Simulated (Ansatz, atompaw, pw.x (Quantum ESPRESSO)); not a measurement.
**pw.x on sc Cs: one setting changed**

Potential: PAW, atompaw 4.2.0.5, LDA (PW92); core [Kr] 4d10, reference 5s2 5p6 5d0 6s0.5 6p0.5; waves: 5s (bound): rc 2.35 bohr; 6s (bound): rc 2.85 bohr; 5p (bound): rc 3.00 bohr; 6p (bound): rc 3.00 bohr; 5d (bound, empty): rc 3.00 bohr; 5d channel at -0.14 Ry: rc 3.00 bohr; local part: bessel scheme, radius 1.95 bohr; core correction: smooth core density matched at 1.95 bohr; augmentation: sinc compensation charge, radius 2.65 bohr; PAW radius 3.00 bohr; waves and projectors: custom polynom vanderbiltortho.

The reference run (k-mesh 8³, cutoffs 40/400 Ry, Fermi–Dirac 0.01 Ry, mixing_beta 0.4, conv_thr 1e-9, no spin) gives -0.00 GPa at 104.287 Å³/atom, where all-electron LAPW gives -0.00 GPa. This run, with its own iteration cap, changes tot_charge to -2, a wrong or extreme entry chosen on purpose.

```
&control
  calculation='scf', prefix='x', pseudo_dir='./', outdir='./tmp', tstress=.true., disk_io='none'
/
&system
  ibrav=0, nat=1, ntyp=1, ecutwfc=40, ecutrho=400, nbnd=12,
  occupations='smearing', smearing='fd', degauss=0.01, tot_charge=-2
/
&electrons
  conv_thr=1e-09, mixing_beta=0.4, electron_maxstep=70
/
ATOMIC_SPECIES
Cs 1.0 Cs.UPF
CELL_PARAMETERS angstrom
  4.70699126 0.00000000 0.00000000
  0.00000000 4.70699126 0.00000000
  0.00000000 0.00000000 4.70699126
ATOMIC_POSITIONS crystal
Cs 0.0000 0.0000 0.0000
K_POINTS automatic
8 8 8 0 0 0
```

```bash
pw.x < Cs.scf.in > Cs.scf.out
```

Task: How does the run end?

Result: It converges in 9 iterations; the free energy moves by +4.70 eV/atom and the pressure by +13.82 GPa. The cell is charged against a uniform background, so energy and pressure depend on the zero of the potential and are not those of the crystal.

```
Message from routine setup:
     using ibrav=0 with symmetry is DISCOURAGED, use correct ibrav instead
     lattice parameter (alat)  =       8.8949  a.u.
     unit-cell volume          =     703.7636 (a.u.)^3
     number of electrons       =        11.00
     number of Kohn-Sham states=           12
     kinetic-energy cutoff     =      40.0000  Ry
     charge density cutoff     =     400.0000  Ry
     scf convergence threshold =      1.0E-09
     Exchange-correlation= SLA PW NOGX NOGC
     number of k points=    35  Fermi-Dirac smearing, width (Ry)=  0.0100
     iteration #  1     ecut=    40.00 Ry     beta= 0.40
     total energy              =    -402.68308270 Ry
     estimated scf accuracy    <       3.04841287 Ry
     iteration #  2     ecut=    40.00 Ry     beta= 0.40
     total energy              =    -403.07864336 Ry
     estimated scf accuracy    <       0.10061624 Ry
     iteration #  3     ecut=    40.00 Ry     beta= 0.40
     total energy              =    -403.10528994 Ry
     estimated scf accuracy    <       0.00562169 Ry
     [... 3 iterations left out ...]
     iteration #  7     ecut=    40.00 Ry     beta= 0.40
     total energy              =    -403.10658203 Ry
     estimated scf accuracy    <       0.00000029 Ry
     iteration #  8     ecut=    40.00 Ry     beta= 0.40
     total energy              =    -403.10658207 Ry
     estimated scf accuracy    <          3.8E-09 Ry
     iteration #  9     ecut=    40.00 Ry     beta= 0.40
     the Fermi energy is     2.4217 ev
!    total energy              =    -403.10658207 Ry
     estimated scf accuracy    <          8.2E-10 Ry
     smearing contrib. (-TS)   =      -0.01046384 Ry
     convergence has been achieved in   9 iterations
          total   stress  (Ry/bohr**3)                   (kbar)     P=      138.22
     Message from routine punch:
     Nothing written, as per user request (disk_io='none')
```

The run took about 18 s on one core of a shared host (Intel(R) Xeon(R) 6975P-C, 384 threads, 2976 GiB, load 139).
